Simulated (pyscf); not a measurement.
Optimised with ωB97X-D3(BJ)/def2-SVP in PySCF.

Question: Estimate by transition-state theory the rate constant of F–SiH(F)–F (SMILES F[SiH](F)F) + NH₂• (SMILES [NH2]) → F–Si•(F)–F (SMILES F[Si](F)F) + NH₃ (SMILES N) (doublet surface; H–Si broken, H–N formed) at 1200 K, with ωB97M-D3(BJ)/def2-TZVP energies (ideal gas, 1 atm, RRHO with modes under 100 cm⁻¹ raised to 100, one conformer, R ln 2 for chiral ones without a mode under 150 cm⁻¹; no tunnelling).

Answer: The electronic barrier is 7.2 kcal/mol and the thermal terms add +33.6, so ΔG‡ = 40.8 kcal/mol. With k_BT/h = 2.50e+13 s⁻¹ and RT = 2.385 kcal/mol, and a volume of 1.64e-19 cm³ per molecule at 1 atm, k = 1.5e-13 cm³ molecule⁻¹ s⁻¹. Wigner's tunnelling factor for 1252i cm⁻¹ would be 1.09. A shift of 1 kcal/mol in the barrier changes k by a factor 1.5. On the reactant side the descent ends in a complex, 4.3 kcal/mol under the separated species and 10.9 kcal/mol under the saddle at ωB97X-D3(BJ)/def2-TZVP. On the product side the descent ends in an adduct with a N–Si contact (not fully relaxed), 13.9 kcal/mol under the separated species and 28.8 kcal/mol under the saddle at ωB97X-D3(BJ)/def2-TZVP. This is the saddle that the search found; another between the same sides may lie lower. The angle at the transferred H is 149°.
